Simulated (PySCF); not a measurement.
Basis sets over 5 cases of the mean static polarisability at HF with PySCF (Al to Cl present), each against its own reference: (a) the value in aug-cc-pV5Z; (b) the value in aug-pcseg-2; (c) the value in aug-pcseg-3 (pcseg sets are built for DFT). By their distance from other large sets or by the extrapolation step the references are unsure by up to roughly 0.6 %. B3LYP-D3(BJ)/def2-TZVP geometries; density fitting; no added dispersion term; no relativity. (X+d) sets on Al to Cl for cc-pVXZ and aug-cc-pVXZ. 

Cases are drawn at random; left out are references unsure by over 1.7 %, doubtful singlets; stability and T1 were not tested. Sets are drawn from those converged to one state in every case.

Cases (SMILES) and reference values:
- [Si-]#[O+] (O-Si): 28.10 bohr³ (a)
- [SiH3]C (CH3-SiH3): 40.41 bohr³ (b)
- S (H2S): 23.99 bohr³ (c)
- ClO (OH-Cl): 21.99 bohr³ (c)
- [AlH] (AlH) (closed-shell singlet): 48.84 bohr³ (a)

Q: Rank these sets by mean absolute deviation from the references, smallest first: pcseg-3; def2-TZVP; cc-pVDZ; 6-311+G**; def2-QZVPP.

A: def2-QZVPP (6.1 %, signed -6.1), pcseg-3 (6.8 %, signed -6.8), def2-TZVP (14.9 %, signed -14.9), 6-311+G** (17.7 %, signed -17.7), cc-pVDZ (25.7 %, signed -25.7)
